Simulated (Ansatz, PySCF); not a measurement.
Smallest direct gap on the k points sampled of diamond at several levels of theory

No measured value is used here.

```tsv
level (code)	value (eV)	cell (Å³/atom)
LDA (Ansatz)	5.54	5.67
PBE (Ansatz)	5.60	5.67
RPBE (Ansatz)	5.60	5.67
PBE-D3(BJ) (Ansatz)	5.62	5.63
r²SCAN (Ansatz)	5.88	5.67
PBE0-D3(BJ) (Ansatz)	7.79	5.51
Hartree–Fock (Ansatz)	14.76	5.67
evGW@PBE (PySCF)	7.80 ± 0.08	5.67
G0W0@PBE (PySCF)	7.43 ± 0.03	5.67
```

At these levels the smallest gap is indirect and lower: LDA 4.10, PBE 4.14, RPBE 4.14, PBE-D3(BJ) 4.16, r²SCAN 4.35, PBE0-D3(BJ) 6.11, Hartree–Fock 12.56, evGW@PBE 5.85, G0W0@PBE 5.55 eV. Computed values are for a static lattice.  A ± on a computed value is a rough bar: the spread of its extrapolation, a floor set from checks against published values, or a statistical error. Values are at the measured cell; PBE-D3(BJ) at the level's own equilibrium cell; PBE0-D3(BJ) at the level's own equilibrium cell. Cutoffs and k meshes differ between the levels. Ansatz's density-functional and Hartree–Fock values are scalar-relativistic unless marked +SOC, with PAW data made under PBE.

Ansatz is an electronic-structure program.
